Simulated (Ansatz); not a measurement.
Species: CH2O2, charge 0, triplet. This triplet is an excited state, 4.5 eV above the singlet at CCSD(T)/cc-pVQZ (Ansatz, a program for electronic structure). CH2O2 (parent SMILES O=CO, triplet).
B3LYP-D3(BJ)/def2-TZVP minimum from Ansatz:
```
C
O 1 1.3356
O 1 1.3803 2 111.19
H 3 0.9727 1 110.34 2 -31.57
H 1 1.0996 2 113.04 3 -134.05
```
Charge 0, spin multiplicity 3.

Total energies in cc-pVDZ, 18 correlated electrons, 3 frozen orbitals. UHF or UKS for unpaired electrons; spin-orbit terms are left out. Correlated methods leave the cores frozen. No relativity. The spin of CH2O2 (parent SMILES O=CO, triplet) was assumed, and the state is the lowest solution found for it.

| method | program | energy (Eh) | minus CCSDT(Q) (mEh) |
|---|---|---|---|
| HF | Ansatz | -188.66524 | 482.30 |
| MP2 | Ansatz | -189.10344 | 44.10 |
| CCSD | Ansatz | -189.13416 | 13.38 |
| CCSD(T) | Ansatz | -189.14543 | 2.11 |
| CCSDT(Q) | Ansatz | -189.14754 | 0.00 |

Rough core times of Ansatz's runs on a shared machine: CCSD(T) under 20 s, CCSDT(Q) 10 min.
